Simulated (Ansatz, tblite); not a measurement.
Cost and result up the ladder for [BH4]- (BH₄⁻) (5 atoms). Total charge -1; singlet. Geometry: PBE0-D4/def2-TZVPD.

```xyz
5

B     0.000    0.000    0.000
H     0.144   -0.100    1.227
H    -1.191    0.227   -0.259
H     0.347   -1.058   -0.545
H     0.700    0.931   -0.423
```

Ansatz on 4 threads of Arm Neoverse V2 on a shared host; xTB runs through tblite on one thread. Times are rough, summed over both states, and most runs start from the orbitals of an earlier one. PBE0-D4/def2-TZVPD serves as the yardstick here, not as an exact answer. The other state is a triplet.

The xTB rows come from tblite.

Run but left out: GFN2-xTB (tight binding far off the other levels).

xTB has no spin-polarisation term.

```tsv
level	functions	wall time
GFN1-xTB	12	0.002 s
PBE-D4/def2-TZVPD	73	0.9 s
PBE0-D4/def2-TZVPD (with forces)	73	1.6 s
r2SCAN-D4/def2-TZVPD	73	2.3 s
```

Q: Estimate what each level gives for the vertical triplet (eV).

A: 
| level | vertical triplet (eV) | difference from PBE0-D4/def2-TZVPD (eV) | remarks |
| --- | --- | --- | --- |
| GFN1-xTB | 9.52 | 4.34 | – |
| PBE-D4/def2-TZVPD | 4.95 | -0.24 | HOMO above zero (triplet) |
| PBE0-D4/def2-TZVPD (with forces) | 5.19 | 0.00 | HOMO above zero (triplet) |
| r2SCAN-D4/def2-TZVPD | 5.14 | -0.04 | HOMO above zero (triplet) |
